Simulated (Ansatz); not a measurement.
1T (CdI2-type) SnSe₂: interlayer binding energy by level of theory

No measured value is used here.

Problem. Put these levels in order of the interlayer binding energy that they give for 1T (CdI2-type) SnSe₂, smallest first: LDA (Ansatz, a quantum-chemistry and plane-wave program), PBE (Ansatz), PBE-D4 (Ansatz).

Solution. PBE (0.9 meV/Å²), LDA (13.6 meV/Å²), PBE-D4 (21.5 meV/Å²)

Unless a cell is named, each level is at its own relaxed cell (LDA 24.53, PBE 30.31, PBE-D4 25.53 Å³/atom).

PBE, LDA: the cell comes from a level without a dispersion term, which matters for the spacing of layers, chains or molecules. Each level is taken at its own relaxed cell. Ansatz's density-functional and Hartree–Fock values are scalar-relativistic unless marked +SOC, with PAW data made under PBE.
